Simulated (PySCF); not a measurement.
Geometries of 2 isomers of [C3H5O3]- (charge -1), from PBE0-D3(BJ)/def2-SVP geometry optimisation, gas phase in PySCF 2.14.0. One conformer each, no zero-point energy, no frequencies.

Task: Which isomer lies lower at this level?
A.
```xyz
11
angstrom
C     -1.098   -0.157    1.168
O     -1.077    0.283   -0.151
C      0.217    0.610   -0.602
C      1.285   -0.530   -0.675
O      2.381   -0.127   -1.102
O      0.931   -1.668   -0.311
H     -0.463   -1.051    1.293
H     -2.143   -0.397    1.431
H     -0.747    0.634    1.873
H      0.648    1.430    0.015
H      0.099    1.014   -1.621
```
B.
```xyz
11
angstrom
C     -1.252   -0.462    0.212
C     -0.379    0.619   -0.409
O      0.816    0.116   -0.908
C      1.864   -0.124    0.070
O      1.573    0.188    1.234
O      2.869   -0.606   -0.440
H     -2.223   -0.061    0.553
H     -1.441   -1.271   -0.513
H     -0.714   -0.876    1.076
H     -0.914    1.093   -1.258
H     -0.186    1.394    0.356
```

Result: B. That is `CCOC(=O)[O-]`, 22.3 kcal/mol below the other.

```json
{"SMILES": "CCOC(=O)[O-]", "atoms numbered as above": "[CH3:1][CH2:2][O:3][C:4](=[O:5])[O-:6]", "E (Eh)": "-342.43657", "relative (kcal/mol)": "0.0", "relative (kJ/mol)": "0.0", "dipole about centre of mass (D)": "4.94"}
{"SMILES": "COCC(=O)[O-]", "atoms numbered as above": "[CH3:1][O:2][CH2:3][C:4](=[O:5])[O-:6]", "E (Eh)": "-342.40099", "relative (kcal/mol)": "22.3", "relative (kJ/mol)": "93.4", "dipole about centre of mass (D)": "4.85"}
```
